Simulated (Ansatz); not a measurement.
## A reaction path, image by image

SiH4, singlet, from SiH₄ ([H][H][SiH2]) to SiH₄; PBE0-D4/def2-SVP (Ansatz 0.2.0). Settings:

```yaml
hamiltonian: {xc: pbe0, dispersion: d4}
neb:
  images: 5
  climbing: true
  max_iterations: 40
  initial_path: idpp
```

First end:

```json
{"atom": "Si1", "x (Å)": "0.3038", "y (Å)": "0.8072", "z (Å)": "-0.0897"}
{"atom": "H2", "x (Å)": "-0.1013", "y (Å)": "-0.5422", "z (Å)": "-1.0862"}
{"atom": "H3", "x (Å)": "-0.2888", "y (Å)": "-0.8737", "z (Å)": "-0.3494"}
{"atom": "H4", "x (Å)": "-1.0019", "y (Å)": "0.6872", "z (Å)": "0.6689"}
{"atom": "H5", "x (Å)": "1.0881", "y (Å)": "-0.0785", "z (Å)": "0.8563"}
```

Second end:

```json
{"atom": "Si1", "x (Å)": "0.0000", "y (Å)": "0.0001", "z (Å)": "0.0000"}
{"atom": "H2", "x (Å)": "0.2279", "y (Å)": "0.2691", "z (Å)": "-1.4421"}
{"atom": "H3", "x (Å)": "-0.5207", "y (Å)": "-1.3798", "z (Å)": "0.1699"}
{"atom": "H4", "x (Å)": "-0.9879", "y (Å)": "0.9708", "z (Å)": "0.5344"}
{"atom": "H5", "x (Å)": "1.2807", "y (Å)": "0.1398", "z (Å)": "0.7378"}
```

The ends were relaxed with PBE0-D4 in triple zeta, so they are not quite minima here (largest force components 0.29 and 0.15 eV/Å).

Energies along the converged band: It took 4 iterations. Path lengths are measured after rigid turns and shifts between images are taken out.
```tsv
image	path length (Å)	energy (kcal/mol)
0	0.00	0.00
1 (climbing)	0.36	3.98
2	0.61	-2.24
3	0.87	-18.52
4	1.13	-36.39
5	1.39	-48.49
6	1.65	-52.43
```
Energies count from the first end.

The images between the ends:
Image 1:
```xyz
5
angstrom
Si 0.2286 0.6139 -0.0418
H -0.0211 -0.3540 -1.2106
H -0.3160 -0.9305 -0.2781
H -1.0837 0.7522 0.6632
H 1.1922 -0.0815 0.8673
```

Image 2:
```xyz
5
angstrom
Si 0.1765 0.4774 -0.0185
H 0.0360 -0.2247 -1.3192
H -0.3439 -0.9870 -0.1973
H -1.0984 0.7936 0.6631
H 1.2297 -0.0593 0.8719
```

Image 3:
```xyz
5
angstrom
Si 0.1229 0.3349 -0.0020
H 0.0844 -0.1124 -1.4013
H -0.3799 -1.0649 -0.1140
H -1.0946 0.8538 0.6528
H 1.2672 -0.0114 0.8645
```

Image 4:
```xyz
5
angstrom
Si 0.0734 0.2028 0.0101
H 0.1341 0.0103 -1.4533
H -0.4245 -1.1679 -0.0367
H -1.0738 0.9105 0.6339
H 1.2909 0.0443 0.8459
```

Image 5:
```xyz
5
angstrom
Si 0.0321 0.0901 0.0105
H 0.1850 0.1458 -1.4680
H -0.4748 -1.2853 0.0444
H -1.0360 0.9515 0.6021
H 1.2937 0.0980 0.8110
```

The band counts as converged below 0.05 eV/Å. Hardware: 2 CPU threads of an Arm Neoverse V1, shared host. Wall time about 12 s.
